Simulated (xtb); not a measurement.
xtb input (GFN1-xTB):

```bash
xtb mol.xyz --gfn 1 --opt tight --chrg 0 --uhf 0
```
mol.xyz:
```
14

C     -0.00010414     0.00182433     0.37345697
H     -0.00040982     0.00717911     1.46962680
C      0.00527279     1.45451781    -0.10275072
H      0.00576684     1.50170122    -1.19558193
H     -0.87616957     1.99250991     0.25267727
H      0.89035934     1.98614304     0.25320099
C      1.25747259    -0.73250124    -0.09171798
H      1.30316732    -0.76426270    -1.18415093
H      2.16244952    -0.23561540     0.26440899
H      1.27366904    -1.76227269     0.27161884
C     -1.26266536    -0.72341823    -0.09246512
H     -1.30794011    -0.75485182    -1.18492504
H     -1.28649968    -1.75304541     0.27085983
H     -2.16424811    -0.22002124     0.26312626
```

End of the output:

```
     3   6 C        6   1 H                                       1.0906678
Note: The following floating-point exceptions are signalling: IEEE_DENORMAL
normal termination of xtb
     1   6 C        7   6 C                                       1.5314872
     7   6 C        8   1 H                                       1.0912476
     7   6 C        9   1 H                                       1.0906678
     7   6 C       10   1 H                                       1.0906678
     1   6 C       11   6 C                                       1.5314872 (max)
    11   6 C       12   1 H                                       1.0912476
    11   6 C       13   1 H                                       1.0906678
    11   6 C       14   1 H                                       1.0906678 (min)

 * 2 distinct bonds (by element types)

   Z      Z             #   av. dist./Å        max./Å        min./Å
   1 H    6 C          10     1.0916987     1.0992375     1.0906678
   6 C    6 C           3     1.5314872     1.5314872     1.5314872

optimized geometry written to: xtbopt.xyz

           -------------------------------------------------
          | TOTAL ENERGY              -13.868385623124 Eh   |
          | GRADIENT NORM               0.000019521558 Eh/α |
          | HOMO-LUMO GAP               9.318278366297 eV   |
           -------------------------------------------------

------------------------------------------------------------------------
------------------------------------------------------------------------
 total:
 SCF:
 ANC optimizer:
```
